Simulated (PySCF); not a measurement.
## Converging NaSi in the basis (CCSD(T))

PySCF, UHF reference; quartet, unpaired electrons σ ↑, π ↑↑; De to Na + Si without counterpoise correction. Frozen cores follow the default of each basis and core potential.

| basis | relativity | functions | Re (Å) | ωe (cm⁻¹) | De (eV) | frozen orbitals |
| --- | --- | --- | --- | --- | --- | --- |
| 6-31G(d,p) | no relativity | 36 | 2.704 | 275 | 1.27 | 6 |
| def2-SVPD | no relativity | 42 | 2.742 | 256 | 1.35 | 6 |
| jorge-DZP-DKH | spin-free X2C | 48 | 2.723 | 261 | 1.28 | 6 |
| 6-311G(d,p) | no relativity | 52 | 2.692 | 272 | 1.25 | 6 |
| x2c-TZVPPall | spin-free X2C | 74 | 2.697 | 261 | 1.39 | 6 |

Q: How does each smaller set differ from the one with most functions, x2c-TZVPPall?

A: 6-31G(d,p): +0.7 pm, +5.4 % in ωe, -0.12 eV in De; def2-SVPD: +4.5 pm, -1.9 % in ωe, -0.04 eV in De; jorge-DZP-DKH: +2.6 pm, +0.0 % in ωe, -0.11 eV in De; 6-311G(d,p): -0.5 pm, +4.2 % in ωe, -0.14 eV in De. All at CCSD(T); the set with most functions is neither the basis-set limit nor always the best. The rows treat relativity differently, so the differences are not basis effects alone.

Correlated steps freeze 6 core orbitals. Correlated levels converge slowly with the basis: in double zeta they bind strong bonds too weakly, by up to about 1 eV, and carry superposition errors of some tenths. The state is the lowest determinant that a PBE0 search found; another state may lie lower at other levels.
